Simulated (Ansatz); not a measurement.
**Isomers and spin states of CHN**

Ansatz 0.2.0, basis cc-pVDZ; geometries are PBE0/def2-TZVP minima. Wave-function levels freeze the cores; HF, MP2 and coupled cluster are restricted for singlets and unrestricted otherwise, Kohn–Sham unrestricted where that lies lower. The reference is CCSDT(Q) (coupled cluster only where its series has nearly closed). Semilocal and hybrid functionals correlate all electrons outside any core potential and usually lie nearer their basis limit than the reference, so part of their error here is the reference's basis and frozen-core error; RPA and the MP2 part of double hybrids freeze the same cores as the reference. None of these values is a measured one. Energies are electronic, without zero-point terms. The set is small: such energies can lie up to about 0.3 eV from the limit, spin gaps mostly less, so near ties and functionals' places can change in larger sets. No spin–orbit coupling and no scalar relativity. The species are chosen: bound, without strong static correlation by their natural occupations or amplitudes, and with a ladder that closes on the reference, so errors are smaller than for species at large; levels whose determinant breaks symmetry or spin markedly are left out.

A. singlet; C–N 1.146, C–H 1.069, angle at C 180°. Coordinates (Å): N 0.000 0.000 1.120; C 0.000 0.000 -0.026; H 0.000 0.000 -1.094
B. singlet; C–N 1.163, N–H 0.997, angle at N 180°. Coordinates (Å): N 0.000 0.000 0.055; C 0.000 0.000 -1.108; H 0.000 0.000 1.052

Q: From bonding and spin, estimate the order of these in energy at CCSDT(Q), each at its own geometry.

A: At CCSDT(Q), above the lowest of those listed: A (0.0 kJ/mol), B (65.7 kJ/mol).

| level | B less A (kJ/mol) |
| --- | --- |
| CCSDT(Q) | 65.7 |
| MP2 | 77.1 |
| CCSD | 64.2 |
| CCSD(T) | 65.2 |
| CCSDT | 64.5 |
| PBE | 67.6 |
| B3LYP | 63.1 |
| wB97M-V | 55.5 |
| B2PLYP | 68.4 |

Every level shown puts the same form lowest.

The geometries are PBE0's, not this basis's own minima.
